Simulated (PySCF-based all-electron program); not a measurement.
Values are calculated unless marked as measured or tabulated.
# SF₂, singlet: all-electron forces

Method: all-electron DFT (in-house code on PySCF), basis-limit composite values; the spin-free Dirac equation, no spin–orbit coupling, spin-restricted. Forces are good to about 0.004 eV/Å. Atoms are numbered as listed.

Shape A:

```xyz
3

S     0.1120    0.2045   -0.6579
F     0.7158   -0.7759    0.0912
F    -0.9344    0.7444    0.4345
```

PBE forces:

| atom | Fx | Fy | Fz (eV/Å) |
| --- | --- | --- | --- |
| S1 | -5.427 | 9.384 | -7.915 |
| F2 | 6.076 | -9.772 | 7.347 |
| F3 | -0.649 | 0.388 | 0.568 |

**Question.** What forces does r2SCAN give in shape A?

**Answer.** The forces move by 0.706 eV/Å (r.m.s. over the atoms) from PBE.

| atom | Fx | Fy | Fz (eV/Å) |
| --- | --- | --- | --- |
| S1 | -5.456 | 9.068 | -7.203 |
| F2 | 5.712 | -9.228 | 6.990 |
| F3 | -0.256 | 0.159 | 0.212 |

Shape B:

```xyz
3

S     0.1120    0.2045   -0.6579
F     0.6803   -0.7182    0.0471
F    -0.9344    0.7444    0.4345
```

Against shape A, S1–F2 goes from 1.374 to 1.293 Å.

PBE forces:

| atom | Fx | Fy | Fz (eV/Å) |
| --- | --- | --- | --- |
| S1 | -9.795 | 16.584 | -13.557 |
| F2 | 10.607 | -17.079 | 12.867 |
| F3 | -0.811 | 0.495 | 0.690 |

**Question.** What forces does r2SCAN give in shape B?

**Answer.** The forces move by 0.746 eV/Å (r.m.s. over the atoms) from PBE.

| atom | Fx | Fy | Fz (eV/Å) |
| --- | --- | --- | --- |
| S1 | -9.791 | 16.219 | -12.813 |
| F2 | 10.213 | -16.488 | 12.477 |
| F3 | -0.422 | 0.268 | 0.336 |
